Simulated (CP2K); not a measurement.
# One shape, several levels: C2H4F2 (1,1-difluoroethane)

Wanted: a comparison of 4 runs (GFN2-xTB, PM3, PM6, GFN1-xTB) of C2H4F2 (1,1-difluoroethane). 

The results are computed with CP2K 2026.2.

1 further run of the same task is left out (set aside as unsound or not needed).

### 1 The system as given

The species is C2H4F2 (8 atoms), meant as a singlet with charge 0. SMILES: `CC(F)F`. The C2–H8 distance was set to 1.643 Å, away from the relaxed value. At this shape a bond of the SMILES string is far longer than usual.

Bond lengths: C1–C2 1.497 Å, C2–F3 1.361 Å, C2–F4 1.361 Å, C1–H5 1.091 Å, C1–H6 1.091 Å, C1–H7 1.090 Å. Angles: C1–C2–F3 110.3°, C1–C2–F4 110.3°, F3–C2–F4 107.0°, C2–C1–H5 109.4°, C2–C1–H6 109.9°, C2–C1–H7 109.9°, H5–C1–H6 109.3°, H5–C1–H7 109.3°, H6–C1–H7 109.1°. A long bond or contact: C2–H8 1.643 Å.

### 2 The energy at GFN2-xTB (run 1)

Input file molecule.xyz:

```xyz
8

C      0.480309     0.986682    -0.145536
C      0.425009    -0.509118    -0.177036
F      1.402509    -1.034318     0.610264
F      0.645209    -0.963018    -1.440736
H      1.458409     1.320982    -0.494236
H      0.319809     1.341882     0.872964
H     -0.293991     1.399682    -0.792836
H     -1.006100    -1.136400     0.329500
```

Input file molecule.inp:

```
&GLOBAL
  PROJECT molecule
  RUN_TYPE ENERGY
  PRINT_LEVEL MEDIUM
&END GLOBAL

&FORCE_EVAL
  METHOD QS
  &DFT
    &QS
      METHOD XTB
      EPS_DEFAULT 1.0E-10
      &XTB
        GFN_TYPE TBLITE
        &TBLITE
          METHOD GFN2
        &END TBLITE
        CHECK_ATOMIC_CHARGES F
      &END XTB
    &END QS
    &POISSON
      PERIODIC NONE
      POISSON_SOLVER ANALYTIC
    &END POISSON
    &SCF
      SCF_GUESS ATOMIC
      EPS_SCF 1.0E-06
      MAX_SCF 150
      ADDED_MOS 2
      &DIAGONALIZATION
        ALGORITHM STANDARD
      &END DIAGONALIZATION
      &MIXING
        METHOD DIRECT_P_MIXING
        ALPHA 0.4
      &END MIXING
      &SMEAR ON
        METHOD FERMI_DIRAC
        ELECTRONIC_TEMPERATURE [K] 300
      &END SMEAR
    &END SCF
    &PRINT
      &MOMENTS
        PERIODIC F
        REFERENCE COM
        MAX_MOMENT 1
      &END MOMENTS
      &MO ON
        ENERGIES T
        OCCUPATION_NUMBERS T
        NDIGITS 6
        &EACH
          QS_SCF 0
        &END EACH
        ADD_LAST NUMERIC
      &END MO
      &HIRSHFELD OFF
      &END HIRSHFELD
    &END PRINT
  &END DFT
  &SUBSYS
    &CELL
      ABC 14.5 14.5 14.3
      PERIODIC NONE
    &END CELL
    &TOPOLOGY
      COORD_FILE_NAME molecule.xyz
      COORD_FILE_FORMAT XYZ
      &CENTER_COORDINATES
      &END CENTER_COORDINATES
    &END TOPOLOGY
  &END SUBSYS
&END FORCE_EVAL
```

The run is started by

```
$ OMP_NUM_THREADS=1 cp2k.psmp molecule.inp > molecule.out
```

Standard output:

```text
CP2K| version string:                                       CP2K version 2026.2
[...]
 GLOBAL| Method name                                                        CP2K
[...]
 GLOBAL| Run type                                                         ENERGY
[...]
                             - Atoms:                                          8
[...]
                             - Spherical basis functions:                     20
[...]
 Number of electrons:                                                         26
[...]
  *** SCF run converged in    13 steps ***
[...]
  Fermi energy:                                                -0.28533039643255
[...]
 TB_DIPOLE| Moment [Debye]         -0.96733126       2.29093211       0.43721232
 TB_DIPOLE| Derivative [a.u.]       0.00000000       0.00000000       0.00000000
[...]
 ENERGY| Total FORCE_EVAL ( QS ) energy [hartree]            -15.727125890960808
[...]
```

Wall time 0.26 s (1 thread of Arm Neoverse V1, shared host).

### 3 The energy at PM3 (run 2)

Input file molecule.inp:

```
&FORCE_EVAL
   METHOD QUICKSTEP
   &DFT
      CHARGE 0
      MULTIPLICITY 1
      &QS
         METHOD PM3
         EPS_DEFAULT 1.0E-10
         &SE
            &COULOMB
               CUTOFF [angstrom] 50
               RC_RANGE [angstrom] 0
            &END COULOMB
            &EXCHANGE
               CUTOFF [angstrom] 50
               RC_RANGE [angstrom] 0
            &END EXCHANGE
         &END SE
      &END QS
      &POISSON
         PERIODIC NONE
         POISSON_SOLVER ANALYTIC
      &END POISSON
      # self-consistent field
      &SCF
         SCF_GUESS ATOMIC
         EPS_SCF 1.0E-06
         MAX_SCF 150
         ADDED_MOS 4
         &DIAGONALIZATION
            ALGORITHM STANDARD
         &END DIAGONALIZATION
         &MIXING
            METHOD DIRECT_P_MIXING
            ALPHA 0.4
         &END MIXING
      &END SCF
      # extra output
      &PRINT
         &MOMENTS
            PERIODIC F
            REFERENCE COM
            MAX_MOMENT 1
         &END MOMENTS
         &MO ON
            ENERGIES T
            OCCUPATION_NUMBERS T
            NDIGITS 6
            &EACH
               QS_SCF 0
            &END EACH
            ADD_LAST NUMERIC
         &END MO
         &HIRSHFELD OFF
         &END HIRSHFELD
      &END PRINT
   &END DFT
   # atoms, cell and kinds
   &SUBSYS
      &CELL
         ABC [angstrom] 10.5 10.5 10.3
         PERIODIC NONE
      &END CELL
      &COORD
         UNIT bohr
         C      0.9076525     1.8645588    -0.2750232
         C      0.8031506    -0.9620936    -0.3345496
         F      2.6503579    -1.9545777     1.1532318
         F      1.2192683    -1.8198403    -2.7225965
         H      2.7559936     2.4962942    -0.9339707
         H      0.6043514     2.5357895     1.6496629
         H     -0.5555625     2.6450156    -1.4982429
         H     -1.9012535    -2.1474848     0.6226648
      &END COORD
      &TOPOLOGY
         &CENTER_COORDINATES
         &END CENTER_COORDINATES
      &END TOPOLOGY
   &END SUBSYS
&END FORCE_EVAL

&GLOBAL
   PROJECT_NAME molecule
   RUN_TYPE ENERGY
   PRINT_LEVEL MEDIUM
&END GLOBAL
```

The run is started by

```
$ OMP_NUM_THREADS=1 cp2k.psmp molecule.inp > molecule.out
```

Standard output:

```text
CP2K| version string:                                       CP2K version 2026.2
[...]
 GLOBAL| Method name                                                        CP2K
[...]
 GLOBAL| Run type                                                         ENERGY
[...]
                             - Atoms:                                          8
[...]
                             - Spherical basis functions:                     20
[...]
 Number of electrons:                                                         26
[...]
     1 P_Mix/Diag. 0.40E+00    0.0     0.78624891       -38.5379365797 -3.85E+01
[...]
    16 DIIS/Diag.  0.16E-06    0.0     0.00000058       -43.3003772874 -2.63E-11
  *** SCF run converged in    16 steps ***
  Core-core repulsion energy [eV]:                           1686.55519258252389
  Core Hamiltonian energy [eV]:                             -1975.80857752101019
  Two-electron integral energy [eV]:                        -1778.01960512741857
  Electronic energy [eV]:                                   -2864.81838008471914
  Total energy [eV]:                                        -1178.26318750219571
  Atomic reference energy [eV]:                              1175.28415962132840
  Heat of formation [kcal/mol]:                               -68.69802038223276
[...]
 SE_DIPOLE| Moment [Debye]          1.36157317      -1.34836099      -0.55000587
 SE_DIPOLE| Derivative [a.u.]       0.00000000       0.00000000       0.00000000
 ENERGY| Total FORCE_EVAL ( QS ) energy [hartree]            -43.300377287438309
[...]
```

Run time: 0.28 s. Hardware: 1 thread of Arm Neoverse V1, shared host.

### 4 The energy at PM6 (run 3)

molecule.xyz is that of step 2.

Input file run.inp:

```
&GLOBAL
   PROJECT_NAME run
   RUN_TYPE ENERGY
   PRINT_LEVEL MEDIUM
&END GLOBAL

&FORCE_EVAL
   METHOD QUICKSTEP
   &DFT
      &QS
         METHOD PM6
         EPS_DEFAULT 1.0E-10
         &SE
            &COULOMB
               CUTOFF [angstrom] 50
               RC_RANGE [angstrom] 0
            &END COULOMB
            &EXCHANGE
               CUTOFF [angstrom] 50
               RC_RANGE [angstrom] 0
            &END EXCHANGE
         &END SE
      &END QS
      &POISSON
         PERIODIC NONE
         POISSON_SOLVER ANALYTIC
      &END POISSON
      # SCF settings
      &SCF
         SCF_GUESS ATOMIC
         EPS_SCF 1.0E-07
         MAX_SCF 80
         ADDED_MOS 4
         &DIAGONALIZATION
            ALGORITHM STANDARD
         &END DIAGONALIZATION
         &MIXING
            METHOD DIRECT_P_MIXING
            ALPHA 0.4
         &END MIXING
      &END SCF
      &PRINT
         &MOMENTS
            PERIODIC F
            REFERENCE COM
            MAX_MOMENT 1
         &END MOMENTS
         &MO ON
            ENERGIES T
            OCCUPATION_NUMBERS T
            NDIGITS 6
            &EACH
               QS_SCF 0
            &END EACH
            ADD_LAST NUMERIC
         &END MO
         &HIRSHFELD OFF
         &END HIRSHFELD
      &END PRINT
   &END DFT
   # structure
   &SUBSYS
      # box in angstrom
      &CELL
         ABC 10.5 10.5 10.3
         PERIODIC NONE
      &END CELL
      &TOPOLOGY
         COORD_FILE_NAME molecule.xyz
         COORD_FILE_FORMAT XYZ
         &CENTER_COORDINATES
         &END CENTER_COORDINATES
      &END TOPOLOGY
   &END SUBSYS
&END FORCE_EVAL
```

The run is started by

```
$ OMP_NUM_THREADS=1 cp2k.psmp -i run.inp -o run.out
```

Standard output:

```text
CP2K| version string:                                       CP2K version 2026.2
[...]
 GLOBAL| Method name                                                        CP2K
[...]
 GLOBAL| Run type                                                         ENERGY
[...]
                             - Atoms:                                          8
[...]
                             - Spherical basis functions:                     20
[...]
 Number of electrons:                                                         26
[...]
     1 P_Mix/Diag. 0.40E+00    0.0     0.75604128       -40.6723871245 -4.07E+01
[...]
    24 DIIS/Diag.  0.11E-06    0.0     0.00000008       -45.5749560627 -1.14E-13
  *** SCF run converged in    24 steps ***
  Core-core repulsion energy [eV]:                           1762.43671027076698
  Core Hamiltonian energy [eV]:                             -2060.61615051120725
  Two-electron integral energy [eV]:                        -1883.95636685696695
  Electronic energy [eV]:                                   -3002.59433393969039
  Total energy [eV]:                                        -1240.15762366892341
  Atomic reference energy [eV]:                              1237.20286362132879
  Heat of formation [kcal/mol]:                               -68.13839080793484
[...]
 SE_DIPOLE| Moment [Debye]          1.92694592      -1.39169248      -0.76043486
 SE_DIPOLE| Derivative [a.u.]       0.00000000       0.00000000       0.00000000
 ENERGY| Total FORCE_EVAL ( QS ) energy [hartree]            -45.574956062740654
[...]
```

Wall time 0.26 s (1 thread of Arm Neoverse V1, shared host).

### 5 The energy at GFN1-xTB (run 4)

molecule.xyz is that of step 4.

Input file run.inp:

```
&FORCE_EVAL
  METHOD Quickstep
  &DFT
    CHARGE 0
    MULTIPLICITY 1
    &QS
      METHOD XTB
      EPS_DEFAULT 1.0E-10
      &XTB
        GFN_TYPE TBLITE
        &TBLITE
          METHOD GFN1
        &END TBLITE
        CHECK_ATOMIC_CHARGES F
      &END XTB
    &END QS
    &POISSON
      PERIODIC NONE
      POISSON_SOLVER ANALYTIC
    &END POISSON
    &SCF
      SCF_GUESS ATOMIC
      EPS_SCF 1.0E-07
      MAX_SCF 150
      ADDED_MOS 2
      &DIAGONALIZATION
        ALGORITHM STANDARD
      &END DIAGONALIZATION
      &MIXING
        METHOD DIRECT_P_MIXING
        ALPHA 0.4
      &END MIXING
      &SMEAR ON
        METHOD FERMI_DIRAC
        ELECTRONIC_TEMPERATURE [K] 300
      &END SMEAR
    &END SCF
    &PRINT
      &MOMENTS
        PERIODIC F
        REFERENCE COM
        MAX_MOMENT 1
      &END MOMENTS
      &MO ON
        ENERGIES T
        OCCUPATION_NUMBERS T
        NDIGITS 6
        &EACH
          QS_SCF 0
        &END EACH
        ADD_LAST NUMERIC
      &END MO
      &HIRSHFELD OFF
      &END HIRSHFELD
    &END PRINT
  &END DFT
  &SUBSYS
    &CELL
      ABC [angstrom] 10.5 10.5 10.3
      PERIODIC NONE
    &END CELL
    &TOPOLOGY
      COORD_FILE_NAME molecule.xyz
      COORD_FILE_FORMAT XYZ
      &CENTER_COORDINATES
      &END CENTER_COORDINATES
    &END TOPOLOGY
  &END SUBSYS
&END FORCE_EVAL

&GLOBAL
  PROJECT_NAME run
  RUN_TYPE ENERGY
  PRINT_LEVEL MEDIUM
&END GLOBAL
```

The run is started by

```
$ OMP_NUM_THREADS=1 cp2k.psmp -i run.inp -o run.out
```

Standard output:

```text
CP2K| version string:                                       CP2K version 2026.2
[...]
 GLOBAL| Method name                                                        CP2K
[...]
 GLOBAL| Run type                                                         ENERGY
[...]
                             - Atoms:                                          8
[...]
                             - Spherical basis functions:                     24
[...]
 Number of electrons:                                                         26
[...]
  *** SCF run converged in    13 steps ***
[...]
  Fermi energy:                                                -0.28926250947218
[...]
 TB_DIPOLE| Moment [Debye]         -1.30187906       2.07782375       0.55333016
 TB_DIPOLE| Derivative [a.u.]       0.00000000       0.00000000       0.00000000
[...]
 ENERGY| Total FORCE_EVAL ( QS ) energy [hartree]            -16.612036953473847
[...]
```

It took 0.28 s on 1 thread of Arm Neoverse V1, shared host.

### 6 All runs side by side

```csv
run,level,cell,vacuum round the molecule,energy (Eh),dipole moment (D),HOMO energy (eV),LUMO energy (eV),wall time
1,GFN2-xTB,"(14.5, 14.5, 14.3)",6,-15.727126,2.52,-12.16,-6.87,0.26 s
2,PM3,"(10.5, 10.5, 10.3)",4,-43.300377,1.99,-11.70,0.17,0.28 s
3,PM6,"(10.5, 10.5, 10.3)",4,-45.574956,2.50,-11.16,1.11,0.26 s
4,GFN1-xTB,"(10.5, 10.5, 10.3)",4,-16.612037,2.51,-12.95,-6.98,0.28 s
```

### 7 Results

```
                                        quantity         value
                             run 4: total energy  -16.61204 Eh
run 4: dipole moment (from atomic charges alone)        2.51 D
                              run 4: HOMO energy     -12.95 eV
                              run 4: LUMO energy      -6.98 eV
                            run 4: HOMO–LUMO gap       5.97 eV
```

**Reading.** The dipole moment (its size) runs from 1.99 D (PM3) to 2.52 D (GFN2-xTB). Some of these are taken from atomic charges alone. The HOMO–LUMO gap runs from 5.29 eV (GFN2-xTB) to 12.26 eV (PM6). Force-field and semi-empirical energies have zeros of their own, so their totals don't compare. All runs together took 1.1 s, the longest 0.28 s.
